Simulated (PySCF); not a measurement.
Molecule (SMILES): N#N (N2).
Geometry (B3LYP-D3(BJ)/def2-TZVP, fixed):
```
N
N 1 1.0909
```

Basis-set convergence of the mean static polarisability at HF with PySCF. All functions are spherical. Density fitting with generated auxiliary sets. No added dispersion term, no relativity. Reference: the value in aug-cc-pV5Z, 11.47 bohr³. Deviations are taken from unrounded values.

```tsv
basis	functions	mean static polarisability (bohr³)
cc-pVDZ	28	8.18
aug-cc-pVDZ	46	11.22
def2-SVP	28	8.31
def2-SVPD	40	10.83
pcseg-1	28	8.65
aug-pcseg-1	46	11.50
6-311G**	36	8.55
6-311+G**	44	9.77
cc-pVTZ	60	9.58
aug-cc-pVTZ	92	11.45
pcseg-2	60	10.13
aug-pcseg-2	92	11.43
def2-TZVPP	62	10.16
def2-TZVPPD	74	11.38
cc-pVQZ	110	10.48
aug-cc-pVQZ	160	11.47
def2-QZVPP	114	10.60
def2-QZVPPD	126	11.46
pcseg-3	120	10.98
aug-pcseg-3	170	11.46
cc-pV5Z	182	10.91
aug-cc-pV5Z	254	11.47
```

What the diffuse functions change, pair by pair:
- cc-pVDZ to aug-cc-pVDZ: 18 more functions, deviation -28.7 to -2.2 %
- def2-SVP to def2-SVPD: 12 more functions, deviation -27.6 to -5.6 %
- pcseg-1 to aug-pcseg-1: 18 more functions, deviation -24.6 to 0.2 %
- 6-311G** to 6-311+G**: 8 more functions, deviation -25.5 to -14.9 %
- cc-pVTZ to aug-cc-pVTZ: 32 more functions, deviation -16.5 to -0.2 %
- pcseg-2 to aug-pcseg-2: 32 more functions, deviation -11.7 to -0.4 %
- def2-TZVPP to def2-TZVPPD: 12 more functions, deviation -11.4 to -0.8 %
- cc-pVQZ to aug-cc-pVQZ: 50 more functions, deviation -8.7 to 0.0 %
- def2-QZVPP to def2-QZVPPD: 12 more functions, deviation -7.6 to -0.2 %
- pcseg-3 to aug-pcseg-3: 50 more functions, deviation -4.3 to -0.1 %
- cc-pV5Z to aug-cc-pV5Z: 72 more functions, deviation -4.9 to 0.0 %

Leaving out the reference's own pair, they bring the value nearer the reference by more than 0.1 % in 10 of 10 pairs.
